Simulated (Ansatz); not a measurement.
Species: C2H4O2, SMILES `COC=O` (C–O–C–O torsion 0°) (charge 0, multiplicity 1).

Q: Give a relaxed geometry from PBE0-D3(BJ)/def2-TZVP (Ansatz, a quantum-chemistry and plane-wave program).

A: Several could match; the one computed here: the end point of this relaxation, one of several conformers (outside a Z-matrix the atoms follow the SMILES, hydrogens last).
Cartesian coordinates (Å) in one orientation:
```xyz
8

C     -1.026    -0.050    -0.009
O      0.205    -0.722    -0.279
C      1.304    -0.019    -0.020
O      1.336     1.098     0.408
H     -1.090     0.220     1.045
H     -1.106     0.855    -0.612
H     -1.811    -0.755    -0.272
H      2.188    -0.626    -0.261
```
